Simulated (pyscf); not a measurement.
Routes from [HSi=PH]• + hydrogen (H₂)

Candidate steps break at most two bonds and form at most two. Each was searched with GFN2-xTB (tblite) first. PySCF, gas phase, ωB97X-D3(BJ)/def2-SVP geometries. Energies: ωB97M-D3(BJ)/def2-TZVP, eV, from the separated reactants, doublet surface.

```tsv
products	type	ΔE‡	ΔE	ΔG‡ 298 K	ΔG‡ 900 K	ν‡ (cm⁻¹)
H₂Si=PH + H•	hydrogen abstraction	0.95	+0.78	1.17	1.83	895i
•H₂Si–PH₂	addition across a multiple bond or ene-type step	1.41	-1.56	1.60	2.19	810i
```

Plain bond fissions and candidates not yet searched are not listed, and one of them may be faster. Each barrier is that of the saddle found; lower ones may exist.
